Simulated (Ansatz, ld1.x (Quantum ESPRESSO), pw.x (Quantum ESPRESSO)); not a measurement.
# What a changed setting does to a pw.x run (diamond Mn)

Potential: PAW, ld1.x (Quantum ESPRESSO) 7.5, LDA (PW92); core [Ne], reference 3s2 3p6 3d5 4s2 4p0; waves: 3s (bound): rcut 1.22, rcutus 1.46 bohr; 4s (bound): rcut 1.22, rcutus 1.46 bohr; 3p (bound): rcut 1.52, rcutus 1.98 bohr; 4p (bound, empty): rcut 1.52, rcutus 1.98 bohr; 3d (bound): rcut 1.42, rcutus 1.72 bohr; 3d channel at 0.4 Ry: rcut 1.42, rcutus 1.72 bohr; local part: all-electron potential smoothed inside 1.76 bohr (lloc = -1); core correction: Bessel-smoothed model core inside 1.05 bohr; augmentation: PSQ, radius 1.32 bohr.

The reference run (k-mesh 10³, cutoffs 75/600 Ry, Fermi–Dirac 0.01 Ry, mixing_beta 0.4, conv_thr 1e-9, no spin) gives 1.47 GPa at 14.086 Å³/atom, where all-electron LAPW gives 0.09 GPa. This run, with its own iteration cap, changes tot_charge to 3, a wrong or extreme entry chosen on purpose.

```
&control
  calculation='scf', prefix='x', pseudo_dir='./', outdir='./tmp', tstress=.true., disk_io='none'
/
&system
  ibrav=0, nat=2, ntyp=1, ecutwfc=75, ecutrho=600, nbnd=24,
  occupations='smearing', smearing='fd', degauss=0.01, tot_charge=3
/
&electrons
  conv_thr=1e-09, mixing_beta=0.4, electron_maxstep=70
/
ATOMIC_SPECIES
Mn 1.0 Mn.UPF
CELL_PARAMETERS angstrom
  0.00000000 2.41506725 2.41506725
  2.41506725 0.00000000 2.41506725
  2.41506725 2.41506725 0.00000000
ATOMIC_POSITIONS crystal
Mn 0.0000 0.0000 0.0000
Mn 0.2500 0.2500 0.2500
K_POINTS automatic
10 10 10 0 0 0
```

```bash
pw.x < Mn.scf.in > Mn.scf.out
```

**Question.** How does the run end?

**Answer.** It converges in 11 iterations; the free energy moves by -19.17 eV/atom and the pressure by -310.15 GPa. The cell is charged against a uniform background, so energy and pressure depend on the zero of the potential and are not those of the crystal.

```
Message from routine setup:
     using ibrav=0 with symmetry is DISCOURAGED, use correct ibrav instead
     lattice parameter (alat)  =       6.4542  a.u.
     unit-cell volume          =     190.1141 (a.u.)^3
     number of electrons       =        27.00
     number of Kohn-Sham states=           24
     kinetic-energy cutoff     =      75.0000  Ry
     charge density cutoff     =     600.0000  Ry
     scf convergence threshold =      1.0E-09
     Exchange-correlation= SLA  PW   NOGX NOGC
     number of k points=    47  Fermi-Dirac smearing, width (Ry)=  0.0100
     iteration #  1     ecut=    75.00 Ry     beta= 0.40
     total energy              =    -566.08867868 Ry
     estimated scf accuracy    <       5.99620916 Ry
     iteration #  2     ecut=    75.00 Ry     beta= 0.40
     total energy              =    -567.05984337 Ry
     estimated scf accuracy    <       0.06773609 Ry
     iteration #  3     ecut=    75.00 Ry     beta= 0.40
     total energy              =    -567.06728619 Ry
     estimated scf accuracy    <       0.02802599 Ry
     iteration #  4     ecut=    75.00 Ry     beta= 0.40
     total energy              =    -567.06560492 Ry
     estimated scf accuracy    <       0.01048887 Ry
     iteration #  5     ecut=    75.00 Ry     beta= 0.40
     total energy              =    -567.06881323 Ry
     estimated scf accuracy    <       0.00727449 Ry
     iteration #  6     ecut=    75.00 Ry     beta= 0.40
     total energy              =    -567.07013087 Ry
     estimated scf accuracy    <       0.00005766 Ry
     iteration #  7     ecut=    75.00 Ry     beta= 0.40
     total energy              =    -567.07014184 Ry
     estimated scf accuracy    <       0.00000753 Ry
     iteration #  8     ecut=    75.00 Ry     beta= 0.40
     total energy              =    -567.07014284 Ry
     estimated scf accuracy    <       0.00000793 Ry
     iteration #  9     ecut=    75.00 Ry     beta= 0.40
     total energy              =    -567.07014426 Ry
     estimated scf accuracy    <       0.00000006 Ry
     iteration # 10     ecut=    75.00 Ry     beta= 0.40
     total energy              =    -567.07014428 Ry
     estimated scf accuracy    <          4.3E-09 Ry
     iteration # 11     ecut=    75.00 Ry     beta= 0.40
     the Fermi energy is    11.6763 ev
!    total energy              =    -567.07014428 Ry
     estimated scf accuracy    <          1.7E-11 Ry
     smearing contrib. (-TS)   =      -0.01693246 Ry
     The total energy is F=E-TS. E is the sum of the following terms:
     one-electron contribution =    -230.17101861 Ry
     hartree contribution      =     128.63941331 Ry
     xc contribution           =     -42.81199933 Ry
     ewald contribution        =    -265.57373177 Ry
     one-center paw contrib.   =    -157.13587542 Ry
     convergence has been achieved in  11 iterations
          total   stress  (Ry/bohr**3)                   (kbar)     P=    -3086.85
     Message from routine punch:
     Nothing written, as per user request (disk_io='none')
```

The run took about 38 s on one core of a shared host (Neoverse-V2, 32 threads, 247 GiB, load 16).
